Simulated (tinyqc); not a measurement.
Worked calculation: Pariser-Parr-Pople SCF with singles CI, for the molecule C1=CC=C1 (SMILES; centres numbered as the heavy atoms are written). One step of it, computed by the program tinyqc.

Task: Iteration 2: orbitals and new P. Diagonalise F (the basis is taken as orthonormal) and form P = 2 sum c c over the lowest orbitals.

F (eV):
```
           1C         2C         3C         4C
1C  -5.922914  -3.719880   1.207688  -3.719880
2C  -3.719880  -5.267086  -3.719880  -1.207688
3C   1.207688  -3.719880  -5.922914  -3.719880
4C  -3.719880  -1.207688  -3.719880  -5.267086
```

pi electrons, sum of z_r less the charge = 4

Give: orbital energies; P after iteration 2.

Result:

orbital energies (eV): -13.0866  -7.1306  -4.0594  1.8966

P after iteration 2:
```
         1C      2C       3C      4C
1C   1.4413  0.4965  -0.5587  0.4965
2C   0.4965  0.5587   0.4965  0.5587
3C  -0.5587  0.4965   1.4413  0.4965
4C   0.4965  0.5587   0.4965  0.5587
```
